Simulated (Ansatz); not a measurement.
Calculated with Ansatz (gas phase, PBE0-D4/def2-TZVP geometries, no zero-point term in ΔE). CBS: MP2 limit from def2 TZ/QZ plus the TZ coupled-cluster correction, frozen cores. This one scheme is used for every species, atoms too. For atomizations the MP2-based limit and the directly extrapolated one differ by several kJ/mol either way, and by 10 to 25 for some Ge, Se and Sn compounds, so smaller differences from it don't rank the levels. Functionals use def2-TZVPP. B3LYP here is the variant with VWN-RPA as its local correlation; programs differ in this. Open shells (•) are unrestricted, without spin–orbit coupling. Spin–orbit coupling would lower the free atoms: a little for C, S. One conformer a species, not always the lowest.

`CSC(N)N` → 2 C• + 8 H• + 2 N• + S•  (atomization)

```csv
level,ΔE (kcal/mol),difference from CCSD(T)/CBS
BLYP-D4,1111.6,5.8
B3LYP-D4,1110.1,4.3
r2SCAN0-D4,1086.7,-19.1
BHLYP-D4,1071.5,-34.3
PBE0,1107.2,1.4
CAM-B3LYP,1107.1,1.3
MP2/def2-TZVPP,1084.2,-21.6
HF/def2-QZVPP,758.8,-347.0
SCS-MP2/def2-QZVPP,1108.5,2.7
MP2/CBS(def2),1118.5,12.7
CCSD(T)/CBS,1105.8,0
```

Largest T1 diagnostic among the species: 0.011.

Leaving LDA and LC-ωPBE aside and taking each functional with its dispersion term where it has one, the values, not all of them listed here, spread over 65.7 kcal/mol, from BHLYP-D4 to PBE-D4. LDA lies +152.2 kcal/mol from PBE without D4, its usual overbinding. From PBE to PBE0 (25 % exact exchange), in def2-TZVPP and without D4, ΔE moves by −23.7 kcal/mol: exact exchange takes away binding that semilocal exchange gives to molecules.
